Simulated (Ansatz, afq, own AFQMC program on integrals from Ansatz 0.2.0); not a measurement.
**B, doublet in cc-pVDZ, levels against full CI**

A free B atom.

Basis cc-pVDZ. Only valence electrons are correlated. Ansatz 0.2.0 and our own AFQMC program on the same integrals; the CISD trial comes from CCSD amplitudes, and released means the phaseless constraint is let go. Free AFQMC starts from the CCSD state and is never constrained. Its projection time is finite, and what remains of the start isn't in its error. ± is one standard error of the sampling.

Determinant: ROHF, the one that the program's search chose, which needn't be the lowest solution.

Full CI is exact in this basis; its frozen core comes from its own orbitals, which moves totals by up to a few meV.

Cautions: full CI with its own frozen core.

* T1 diagnostic: 0.0213
* weight of the determinant in the CISD state: 0.932
* size of the correlated space: 3 electrons in 13 orbitals

Reference: full CI, correlation energy -1.719 eV. The released energy is read at 1.50 1/Eh (meV from the phaseless value at times in 1/Eh: 0.5 ± 1.3 at 0.24, -0.4 ± 1.2 at 0.50, -2.0 ± 1.0 at 1.00, -2.1 ± 1.3 at 1.50).

| level | E − E(reference) (mEh) | share of correlation (%) |
| --- | --- | --- |
| HF | 63.17 | 0.00 |
| MP2 | 23.46 | 62.85 |
| CCSD | 1.25 | 98.03 |
| CCSD(T) | 0.37 | 99.42 |
| ph-AFQMC/HF | 5.72 ± 0.53 | 90.94 |
| ph-AFQMC/CISD | 0.16 ± 0.04 | 99.74 |
| released AFQMC | 0.09 ± 0.05 | 99.86 |
| free AFQMC | -0.02 ± 0.05 | 100.03 |

Free projections are given only where their last times agree within the noise and don't stop above the reference; a slow remainder of the start can still hide under it. A walk keeps the symmetry of its determinant, which the program's search chose and which needn't be the lowest solution, so a lower state of the same spin and another symmetry isn't excluded. Released energies are given only where the last usable release times agree within the noise; a slower fall can still hide under it.
